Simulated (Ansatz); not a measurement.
**NH4+: basis-set convergence**

The task here is to estimate one member of a computed series from the others.

Program: Ansatz 0.2.0, Gaussian basis. Level of theory: one geometry, several basis sets. These are calculated values, not measurements.

Levels to be run: PBE0-D4/def2-SVP; ωB97M-V/def2-SVP; PBE0-D4/def2-QZVPP; ωB97M-V/def2-QZVPP; CCSD(T)/cc-pV(D+d)Z; CCSD(T)/cc-pV(T+d)Z; CCSD(T)/cc-pV(Q+d)Z; the functionals' def2-TZVPP values are taken from earlier runs.

### The geometry

All runs share one geometry, relaxed beforehand with PBE0-D4 in a triple-zeta def2 set.

SMILES `[NH4+]`, 5 atoms, charge 1, spin multiplicity 1.

Atoms are counted from 1 here; the program's logs count them from 0.

Bond lengths: N1–H2 1.024 Å, N1–H3 1.024 Å, N1–H4 1.024 Å, N1–H5 1.024 Å. Angles: H2–N1–H3 109.5°, H2–N1–H4 109.5°, H2–N1–H5 109.5°, H3–N1–H4 109.5°, H3–N1–H5 109.5°, H4–N1–H5 109.5°.

The first run:

Contents of in.yaml:

```yaml
crystal:
  periodic: [false, false, false]
  atoms:
    - {symbol: N, position_ang: [0.000014, 0.000007, -0.000002]}
    - {symbol: H, position_ang: [0.453327, -0.447856, 0.801015]}
    - {symbol: H, position_ang: [-0.972431, 0.216183, 0.235213]}
    - {symbol: H, position_ang: [0.023936, -0.633462, -0.803648]}
    - {symbol: H, position_ang: [0.495162, 0.865127, -0.232578]}
basis:
  gaussian: {orbitals: def2-SVP}
total_charge: 1
hamiltonian: {xc: pbe0, dispersion: d4}
output: {orbitals: {seedname: orbitals}}
```

The run is started by

```sh
ansatz run in.yaml --threads 2 --pin off --events-out ev --progress --plain --max-ram 32768MiB --backend cpu
```

Among the steps run: PBE0-D4 in def2-SVP; ωB97M-V in def2-SVP; PBE0-D4 in def2-QZVPP; ωB97M-V in def2-QZVPP.

One of the session's tables, all rows but one given; the rest of the session is left out.

```
functional       basis  HOMO (eV)  LUMO (eV)
   PBE0-D4    def2-SVP          ?          ?
   PBE0-D4  def2-TZVPP     -22.79      -5.87
   PBE0-D4  def2-QZVPP     -22.79      -5.97
   ωB97M-V    def2-SVP     -25.26      -3.93
   ωB97M-V  def2-TZVPP     -25.23      -4.47
   ωB97M-V  def2-QZVPP     -25.24      -4.67
```

Estimate the missing values for PBE0-D4, def2-SVP.

The run gave: HOMO (eV): -22.82; LUMO (eV): -5.47. In the column «HOMO (eV)» it lies between ωB97M-V, def2-TZVPP (-25.23) and PBE0-D4, def2-TZVPP (-22.79).
